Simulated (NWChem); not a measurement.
System: carbonyl sulfide (COS); SMILES C(=S)=O

All runs: NWChem. All runs use the structure optimised with PBE0/def2-SVP. B3LYP is NWChem's, with the RPA form of VWN correlation.

For level B3LYP/def2-SVPD:

highest occupied level (eV): -8.54
orbital gap (eV): 7.28
dipole (D): 0.78

Estimate the same quantities for level B3LYP/STO-3G.


- highest occupied level (eV) = -4.66
- orbital gap (eV) = 7.70
- dipole (D) = 0.42
